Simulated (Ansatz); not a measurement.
The end point of a relaxation of Nb. These are r2SCAN (plane waves to 500 eV, PAW, scalar-relativistic; Ansatz, a first-principles code) values and carry that method's errors.

```xyz
1
Lattice="-1.6513 1.6513 1.6513 1.6513 -1.6513 1.6513 1.6513 1.6513 -1.6513" Properties=species:S:1:pos:R:3 pbc="T T T"
Nb     0.0000     0.0000     0.0000
```

Q: Determine the symmetry and give the standard cell with its independent sites.

A: Space group Im-3m (No. 229); a = 3.3026 Å, b = 3.3026 Å, c = 3.3026 Å, α = 90.00°, β = 90.00°, γ = 90.00°

```csv
atom,site,symmetry,x,y,z
Nb,2a,m-3m,0.0000,0.0000,0.0000
```

This is the bcc (W type).

Q: Give the shortest distances between elements (the closest pairs, up to four, under 3.6 Å).

A: Nb–Nb 2.86 Å.

The volume per atom is 18.01 Å³ and the density is 8.57 g/cm³. The band gap is zero (metallic).

No spin polarisation in the result.

Measured for Nb: a 3.294 Å (static lattice; corrected from measurement; as listed in Daniel Mejia-Rodriguez, S. B. Trickey, Phys. Rev. B (2018)). Computed minus measured — a: r2SCAN +0.3 %. The computed values are for a static lattice.

It was reached from a disturbed copy of a P6₃/mmc (No. 194) cell (hcp (Mg type)), against which it lies -0.31 eV/atom.
